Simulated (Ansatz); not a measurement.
Wavefunction ladder for C$_{2}$H$_{4}$O$_{2}$, SMILES `C1OCO1`

Cartesian coordinates in Å:
```
C 0.127 -0.834 0.487
O -0.998 -0.221 -0.118
C -0.127 0.834 -0.487
O 0.998 0.223 0.121
H 0.022 -0.945 1.575
H 0.396 -1.792 0.022
H -0.396 1.793 -0.025
H -0.021 0.942 -1.575
```

Charge 0, multiplicity 1. All single points use the PBE0-D4/def2-TZVP geometry. Frozen core, restricted reference, the Gaussian-basis code of Ansatz. CBS rows extrapolate triple and quadruple zeta; past MP2 they add the triple-zeta difference.

```tsv
basis	HF (Eh)	MP2 corr.
def2-SVP	-227.55431	-0.62895
def2-TZVPP	-227.82828	-0.79479
def2-QZVPP	-227.83876	-0.85369
```

Q: Estimate the CCSD correlation energy and the (T) correction in each basis where they were run (hartree).

A: 
| basis | CCSD corr. | (T) |
| --- | --- | --- |
| def2-SVP | -0.66062 | -0.01774 |
| def2-TZVPP | -0.81523 | -0.03181 |
| CBS(def2) | -0.91775 | as TZ |
